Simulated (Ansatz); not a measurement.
Ansatz (a quantum-chemistry and plane-wave program) input (CCSD(T)/aug-cc-pV(D+d)Z):
A basis named .json is the Basis Set Exchange file of that set.

Ansatz 0.2 input:
```yaml
crystal:
  periodic: [false, false, false]
  atoms:
    - {symbol: S, position_ang: [-0.00000000, -0.00000000, -0.95184987]}
    - {symbol: S, position_ang: [0.00000000, 0.00000000, 0.95184987]}
basis:
  gaussian:
    orbitals: aug-cc-pV_D+d_Z.json
magnetization: {spin_polarized: true, initial_magnetization: 2}
correlation: {method: ccsd_t, electrons: outside_noble_gas}
output: {forces: true}
```

End of the output:

```
mean field evaluation 2: about -21634.5401 eV, gradient 6.9e0 eV
mean field evaluation 4: about -21635.0519 eV, gradient 1.3e0 eV
mean field evaluation 8: about -21635.0788 eV, gradient 5.8e-5 eV
mean field evaluation 16: about -21634.9593 eV, gradient 1.3e0 eV
mean field evaluation 32: about -21634.0177 eV, gradient 5.4e0 eV
mean field evaluation 64: about -21632.5508 eV, gradient 3.6e-1 eV
mean field -21635.07882535 eV, -795.0744820485 hartree, gradient 1.9e-6 eV, S^2 2.053020; 5 other end points of the search recorded, 0 dependent functions left out
determinant -21635.07882535 eV, -795.0744820485 hartree, with singles and doubles -21642.69555561 eV, -795.3543917228 hartree
determinant -21632.55297622 eV, -794.9816588051 hartree, with singles and doubles -21639.42720752 eV, -795.2342821456 hartree
10 core orbitals not correlated
reference -21635.07882535 eV, -795.0744820485 hartree; 7, 5 occupied and 47, 49 virtual orbitals, 622 factors
densities: 0.25 GiB planned
second order -6.94086792 eV of doubles, -0.00000000 eV of singles
coupled cluster: 0.20 GiB planned
cycle   1  -7.61600829 eV  change   -1.4e-1 eV  update   1.8e-2
cycle   2  -7.62981016 eV  change   -1.4e-2 eV  update   5.1e-3
cycle   3  -7.63163395 eV  change   -1.8e-3 eV  update   2.1e-3
cycle   4  -7.63209394 eV  change   -4.6e-4 eV  update   5.5e-4
cycle   5  -7.63204602 eV  change    4.8e-5 eV  update   1.2e-4
cycle   6  -7.63206470 eV  change   -1.9e-5 eV  update   3.5e-5
cycle   7  -7.63206961 eV  change   -4.9e-6 eV  update   8.8e-6
cycle   8  -7.63206965 eV  change   -4.7e-8 eV  update   2.3e-6
cycle   9  -7.63206900 eV  change    6.5e-7 eV  update   6.8e-7
cycle  10  -7.63206893 eV  change    7.9e-8 eV  update   2.1e-7
perturbative correction -0.35280607 eV, -0.0129653839 hartree
the calculation of the forces begins
Total energy: -21643.06370035 eV, -795.3679207922 hartree
Atom 0 at    -0.000000    -0.000000    -0.951850 Å, force    -0.000000    -0.000000    -0.644862 eV/Å
Atom 1 at     0.000000     0.000000     0.951850 Å, force    -0.000000     0.000000     0.644862 eV/Å
Dipole moment:    -0.000000    -0.000000     0.000000 e Å
```
